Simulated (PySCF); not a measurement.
# Basis-set dependence of CN at r²SCAN

PySCF, UKS reference; doublet, unpaired electrons σ ↑; De to C + N without counterpoise correction.

```
       basis     relativity  functions  Re (Å)  ωe (cm⁻¹)  De (eV)  μ (D)
     pcseg-1  no relativity         28   1.172       2156     7.59  -1.44
   def2-SVPD  no relativity         40   1.171       2178     7.77  -1.52
x2c-TZVPPall  spin-free X2C         62   1.164       2148     7.71  -1.42
 def2-TZVPPD  no relativity         74   1.165       2149     7.72  -1.43
```

How does each smaller set differ from the one with most functions, def2-TZVPPD?

pcseg-1: +0.7 pm, +0.3 % in ωe, -0.13 eV in De; def2-SVPD: +0.6 pm, +1.3 % in ωe, +0.05 eV in De; x2c-TZVPPall: -0.1 pm, -0.0 % in ωe, -0.01 eV in De. All at r²SCAN; the set with most functions is neither the basis-set limit nor always the best. The rows treat relativity differently, so the differences are not basis effects alone.

A positive dipole means C(−)N(+). The state was picked by a PBE0 search and need not be the measured ground state.
